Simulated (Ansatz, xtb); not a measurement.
Ranking isomers of CHBN

5 gas-phase structures of CHBN, found in a search over its isomers (lower ones may exist). Each was relaxed with GFN2-xTB; where two conformers were screened, the lower at r2SCAN-D4/def2-SVP is listed:

A. `[B]=[N+]=[CH-]`, a doublet
B. a doublet given by its coordinates
C. `[BH]C#N`, a doublet
D. `B1[C]=N1`, a doublet
E. `[B]1C=N1`, a doublet

B (Å):

```xyz
4

C    -4.0649   -1.5432    1.0839
B    -1.6922   -0.8914    0.5189
N    -2.9147   -1.2317    0.8078
H    -0.6295   -0.5737    0.2624
```

Close contacts (Å): C1–N3 1.22, B2–N3 1.30, B2–H4 1.14.

Question: Estimate their order in r2SCAN-D4/def2-SVP energy at these geometries, lowest first.

Answer: Calculated order at r2SCAN-D4/def2-SVP: D (0.0), C (0.2), B (4.8), E (10.8), A (38.2) kcal/mol. Less than 1 kcal/mol parts D and C, so the order within that pair means little. CCSD(T)/def2-TZVPP after further relaxation puts C lowest instead.

Energies above the lowest of each column, in kcal/mol; the last columns are at B3LYP-D3(BJ)/def2-SVP geometries and were run for some of them only (a dash: not run or not comparable):

```json
{"structure": "D", "GFN2-xTB": "16.0", "HF/STO-3G": "10.2", "r2SCAN-D4/def2-SVP": "0.0", "B3LYP-D3(BJ)/def2-SVP": "3.8", "CCSD(T)/def2-TZVPP": "4.9"}
{"structure": "C", "GFN2-xTB": "0.0", "HF/STO-3G": "0.0", "r2SCAN-D4/def2-SVP": "0.2", "B3LYP-D3(BJ)/def2-SVP": "0.1", "CCSD(T)/def2-TZVPP": "0.0"}
{"structure": "B", "GFN2-xTB": "2.4", "HF/STO-3G": "7.7", "r2SCAN-D4/def2-SVP": "4.8", "B3LYP-D3(BJ)/def2-SVP": "0.0", "CCSD(T)/def2-TZVPP": "2.8"}
{"structure": "E", "GFN2-xTB": "26.0", "HF/STO-3G": "18.3", "r2SCAN-D4/def2-SVP": "10.8", "B3LYP-D3(BJ)/def2-SVP": "16.9", "CCSD(T)/def2-TZVPP": "–"}
{"structure": "A", "GFN2-xTB": "35.9", "HF/STO-3G": "58.8", "r2SCAN-D4/def2-SVP": "38.2", "B3LYP-D3(BJ)/def2-SVP": "–", "CCSD(T)/def2-TZVPP": "–"}
```

Every level run on C puts it lowest or level with the lowest. CCSD(T)/def2-TZVPP orders those it was run on as C (0.0), B (2.8), D (4.9) kcal/mol. Frequencies (B3LYP-D3(BJ)/def2-SVP) were run for B, C, D alone. Open shells are spin-unrestricted, some with notable spin contamination. Large T1 diagnostics make some coupled-cluster values less sure.

Over these structures GFN2-xTB departs from r2SCAN-D4/def2-SVP by 8.3 kcal/mol on average once a common shift is removed. A GFN2-xTB relaxation took about 0.079 s and the r2SCAN-D4/def2-SVP energy about 3 s on a shared host (Ansatz 0.2.0, xtb 6.7.1).
